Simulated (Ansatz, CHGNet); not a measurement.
## Cohesive energy of rock-salt SrO: levels of theory against measurement

Reference value: 5.23 ± 0.03 eV/atom (worked out here from tabulated enthalpies at 298 K, copied from a table, unchecked, brought to a static lattice with a Debye model, atoms in their spin–orbit ground levels; inputs from the CRC Handbook).

Task: What do CHGNet-r²SCAN, LDA, PBE, rVV10, r²SCAN+rVV10, PBE0, Hartree–Fock give, and how far is each from the reference?

Result: 
```
level (code)           value (eV/atom)  cell (Å³/atom)  error (eV/atom)
---------------------  ---------------  --------------  ---------------
CHGNet-r²SCAN                     5.06           17.26            -0.17
LDA (Ansatz)                      5.93           16.23            +0.70
PBE (Ansatz)                      5.09           17.52            -0.14
rVV10 (Ansatz)                    5.33           17.49            +0.10
r²SCAN+rVV10 (Ansatz)             5.44           16.98            +0.21
PBE0 (Ansatz)                     4.92           17.10            -0.31
Hartree–Fock (Ansatz)             3.36           17.80            -1.87
```

Leaving aside CHGNet-r²SCAN (doubt noted below): Once the reference is moved by up to 0.20 eV/atom (a margin picked here for doubts on the reference and the settings) and values within 0.03 eV/atom count as equal, the nearest can be rVV10 (+0.10 eV/atom), PBE (-0.14 eV/atom) or r²SCAN+rVV10 (+0.21 eV/atom). Among them Hartree–Fock (-1.87 eV/atom) misses by most.

Free atoms are spin-polarised, in the lowest state found; at levels without +SOC their spin–orbit coupling is left out.  CHGNet-r²SCAN: free atoms can lie outside what these potentials were trained on. Each level is taken at its own relaxed cell. Cutoffs and k meshes differ between the levels. Ansatz's density-functional and Hartree–Fock values are scalar-relativistic unless marked +SOC, with PAW data made under PBE.

Machine-learned potentials (CHGNet-r²SCAN) are trained on DFT data: a solid inside that data is no test of them.

Differences are worked out from the printed values.

Ansatz is a quantum-chemistry and plane-wave program.
